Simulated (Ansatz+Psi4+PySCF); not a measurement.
The numbers below are computed, except where a source is named.
| atom | x (Å) | y (Å) | z (Å) |
| --- | --- | --- | --- |
| N | 0.0000 | 0.0000 | 0.4897 |
| F | 0.0000 | 1.2382 | -0.1270 |
| F | 1.0723 | -0.6191 | -0.1270 |
| F | -1.0723 | -0.6191 | -0.1270 |

Basis set: cc-pVTZ (spherical functions). Frozen core: 4 orbitals. Charge 0, multiplicity 1.

Starred EOM-CCSD(T)(a) on the restricted Hartree–Fock determinant with PySCF 2.14.0; the energies are vertical.

Question: The solver was asked for the few lowest roots only. Give the ionization energies of singlet NF3 among them whose weight of singles is over 0.7.

Answer:

| root | energy (eV) | weight of singles |
| --- | --- | --- |
| 1 | 13.51 | 0.96 |
| 2 | 15.67 | 0.95 |
| 3 | 16.01 | 0.95 |
| 4 | 16.01 | 0.95 |

Higher main lines weren't sought.
